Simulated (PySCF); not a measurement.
# Dipole moment and polarisability across levels of theory

Species: C₅H₁₀.
InChI=1S/C5H10/c1-5(2)3-4-5/h3-4H2,1-2H3

PySCF, dipoles from the SCF density, polarisabilities from static response with core orbitals frozen. Isolated species at its PBE0-D3(BJ)/def2-SVP geometry, gas phase.

Compare the levels for these properties.

```csv
level,μ (D),error (%),α (au),anisotropy (au)
LDA/def2-SVPD,0.128,-9.5,63.41,6.61
PBE/def2-SVPD,0.102,-28.0,62.49,6.53
B3LYP/def2-SVPD,0.107,-24.8,60.93,6.08
PBE0/def2-SVPD,0.114,-19.9,60.33,6.07
BHandHLYP/def2-SVPD,0.115,-18.7,58.97,5.67
CAM-B3LYP/def2-SVPD,0.119,-16.3,59.96,5.74
wB97X-D/def2-SVPD,0.124,-12.4,60.00,5.87
LC-wPBE/def2-SVPD,0.128,-9.5,58.28,5.48
HF/def2-SVPD,0.116,-18.0,57.16,5.21
PBE0/6-31G*,0.100,-29.3,51.12,4.13
PBE0/6-31+G*,0.120,-15.5,57.43,5.54
PBE0/def2-SVP,0.159,+12.2,53.31,4.63
PBE0/aug-cc-pVDZ,0.120,-15.6,62.03,6.32
PBE0/def2-TZVP,0.125,-11.7,59.71,5.80
PBE0/def2-TZVPD,0.119,-16.2,61.69,6.25
```

Reference dipole: 0.142 D (measured, gas; NIST CCCBDB Release 22 (SRD 101), experimental dipoles). The anisotropy is √(½[(α1 − α2)² + (α2 − α3)² + (α3 − α1)²]). For the dipole, the smallest error is 9.5% (LDA/def2-SVPD and LC-wPBE/def2-SVPD) and the largest 29.3% (PBE0/6-31G*). Even the closest misses by 10%. The dipole runs from 0.10 D (PBE0/6-31G*) to 0.16 D (PBE0/def2-SVP). No reference polarisability is at hand; against PBE0 in the largest diffuse basis at hand (def2-TZVPD) the other PBE0 rows deviate by 6-31G* -17%, 6-31+G* -7%, def2-SVP -14%, def2-SVPD -2%, aug-cc-pVDZ +1%, def2-TZVP -3%. In one basis (def2-SVPD) the functionals order the polarisability from HF (lowest) to LDA (highest), a spread of 11%. With PBE0 the polarisability is 54.71 au without diffuse functions (mean of 6-31G*, def2-SVP and def2-TZVP) and 60.37 au with them (mean of 6-31+G*, def2-SVPD, aug-cc-pVDZ and def2-TZVPD). Measured values can belong to vibrating molecules and may average over conformers; the computed ones are for one fixed geometry.
